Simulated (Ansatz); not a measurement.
`F/C=C/Cl` and `NC/C=C\F` differ in one atom or group (the configuration at the double bond changes too).

Ansatz, PBE0-D4/def2-TZVP geometries, multiplicity 1. Each molecule was computed in one conformer, which needn't be the lowest.

| property | `F/C=C/Cl` |
| --- | --- |
| HOMO energy (PBE/def2-TZVPP) / eV | -6.17 |
| HOMO energy (B3LYP/def2-TZVPP) / eV | -7.20 |
| LUMO energy (PBE/def2-TZVPP) / eV | -1.18 |
| HOMO–LUMO gap (ωB97M-V/def2-TZVPP) / eV | 11.62 |
| HOMO energy (PBE0/def2-TZVPP) / eV | -7.42 |
| size of the dipole moment (PBE/def2-TZVPP) / D | 0.15 |

Problem. Give the same properties after the change, and the shifts. (Estimate.)

Solution. Computed: 
```csv
property,`NC/C=C\F`,shift
HOMO energy (PBE/def2-TZVPP) / eV,-5.50,0.67
HOMO energy (B3LYP/def2-TZVPP) / eV,-6.77,0.43
LUMO energy (PBE/def2-TZVPP) / eV,-0.66,0.52
HOMO–LUMO gap (ωB97M-V/def2-TZVPP) / eV,11.59,-0.03
HOMO energy (PBE0/def2-TZVPP) / eV,-6.99,0.43
size of the dipole moment (PBE/def2-TZVPP) / D,0.47,0.32
```

With PBE0 the HOMO rises by 0.43 eV and the LUMO rises by 0.53 eV, so the gap widens by about 0.10 eV. PBE moves the HOMO by 0.67 eV and ωB97M-V by 0.25 eV. Dipoles are sizes alone; their direction can turn.

B3LYP here is the variant with VWN-RPA as its local correlation; programs differ in this.
